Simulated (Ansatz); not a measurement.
# C2H2S: the cost of one run

Computed with Ansatz 0.2.0 (the levels named in each step, unless a step's input says otherwise).

### Step 1. The system as given

Bond lengths: C1–C2 1.303 Å, C2–S3 1.551 Å, C1–H4 1.083 Å, C1–H5 1.083 Å. Angles: C1–C2–S3 180.0°, C2–C1–H4 120.5°, C2–C1–H5 120.5°, H4–C1–H5 119.0°.

Structure file:

```xyz
5

C    -1.8261    0.0441    0.0861
C    -0.5248    0.0128    0.0247
S     1.0238   -0.0245   -0.0483
H    -2.3497    0.9873    0.1823
H    -2.4010   -0.8727    0.0419
```

### Step 2. Frequencies, PBE0-D4/def2-TZVPP

input.yaml reads:

```yaml
crystal:
  periodic: [false, false, false]
  atoms:
    - { symbol: C, position_ang: [-1.82609787, 0.04413069, 0.08611194] }
    - { symbol: C, position_ang: [-0.5248087, 0.01282577, 0.02472396] }
    - { symbol: S, position_ang: [1.02384055, -0.02446494, -0.04830184] }
    - { symbol: H, position_ang: [-2.34965024, 0.98732017, 0.18227232] }
    - { symbol: H, position_ang: [-2.40098374, -0.8726617, 0.04185361] }
basis:
  gaussian: { orbitals: def2-TZVPP }
hamiltonian:
  xc: pbe0
  dispersion: d4
phonons: {}
```

Started as:

```sh
$ ansatz run input.yaml --threads 2 --pin off --max-ram 5120MiB --backend cpu --events-out ev --progress --plain --runs-dir out
```

Q: Estimate wall time and peak memory on 2 threads of Arm Neoverse V2, shared host.

About 33 s, with a peak of 0.2 GiB.
